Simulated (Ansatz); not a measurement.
# HfO2 (P2₁/c, No. 14)

All values below come from HSE06 (PAW; Ansatz, a first-principles code).

Numerical settings: plane-wave cutoff 500 eV, 6×6×6 k mesh, Fermi–Dirac smearing 0.05 eV, scalar-relativistic PAW data made under PBE.

Cell (relaxed with r²SCAN):

```cif
data_Hf4O8
_chemical_formula_sum 'Hf4 O8'
_space_group_name_H-M_alt 'P 1'
_space_group_IT_number 1
_cell_length_a 5.11419
_cell_length_b 5.18171
_cell_length_c 5.29549
_cell_angle_alpha 90.000
_cell_angle_beta 99.465
_cell_angle_gamma 90.000
loop_
_space_group_symop_operation_xyz
  'x, y, z'
loop_
_atom_site_label
_atom_site_type_symbol
_atom_site_fract_x
_atom_site_fract_y
_atom_site_fract_z
_atom_site_occupancy
Hf1 Hf 0.72380 0.95817 0.79179 1
Hf2 Hf 0.27620 0.45817 0.70821 1
Hf3 Hf 0.27620 0.04183 0.20821 1
Hf4 Hf 0.72380 0.54183 0.29179 1
O1 O 0.55205 0.24235 0.52150 1
O2 O 0.44795 0.74235 0.97850 1
O3 O 0.44795 0.75765 0.47850 1
O4 O 0.55205 0.25765 0.02150 1
O5 O 0.92994 0.66622 0.65598 1
O6 O 0.07006 0.16622 0.84402 1
O7 O 0.07006 0.33378 0.34402 1
O8 O 0.92994 0.83378 0.15598 1
```

* **band gap**: 5.69 eV (on the SCF k mesh)

Measured, for comparison: band gap 5.7 eV (temperature not stated, no zero-point or thermal correction, our sources range from 5.70 to 5.84; as tabulated in Choudhary et al. (2018), arXiv:1804.01032).

Note: exact exchange on metals is sensitive to the k mesh and can open a false gap; cell and atoms aren't relaxed at this level (largest force component 0.07 eV/Å).

Spin–orbit coupling is not included.
